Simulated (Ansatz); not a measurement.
Working through an active-space calculation of BF

Program: the Ansatz DFT code, driven from Python.

Typed at the interpreter:
```pycon
>>> import ansatz as az
>>> GEOMETRY = '''
... B     0.00000    0.00000    0.00000
... F     0.00000    0.00000    1.43000
... '''
>>> mol = az.Crystal.molecule()
>>> for line in GEOMETRY.strip().splitlines():
...     symbol, *xyz = line.split()
...     mol = mol.atom(symbol, [float(v) for v in xyz])
...
>>> base = (
...     mol.calculation()
...     .basis(gaussian='6-31G*')
...     .scf(lower_state_search='light')
...     .correlation(active_electrons=2, active_orbitals=3)
... )
>>> for method in [None, 'sc_nevpt2']:
...     data = (base if method is None else base.correlation(method)).run(threads=1, backend='cpu').report
...     space = data['configurations']
...     state = space['states'][0]
...     print(method or 'casscf', f'total {data["free_energy_ev"] / 27.211386246:.6f} Ha, active-space state {state["energy"]["hartree"]:.6f} Ha, mean field {data["reference_energy_ev"] / 27.211386246:.6f} Ha')
...     print('  determinants', state['n_determinants'], ' natural occupations', [round(n, 3) for n in space['natural_occupations']])
...
casscf total -124.119339 Ha, active-space state -124.119339 Ha, mean field -124.082676 Ha
  determinants 9  natural occupations [1.88, 0.06, 0.06]
sc_nevpt2 total -124.326815 Ha, active-space state -124.119261 Ha, mean field -124.082676 Ha
  determinants 3  natural occupations [1.879, 0.06, 0.06]
```

These settings explore the input space; basis and method may be short of convergence. The geometry is a force-field or estimated start, not a minimum of this method, and the basis set is short of its limit. The active space starts as a window about the frontier orbitals and is then optimised, not chosen by chemistry. The spin state was assumed, and another may lie lower. Timing: 0.6 s on 1 thread of Arm Neoverse V2, with other jobs on the host, peak memory 0.13 GiB.
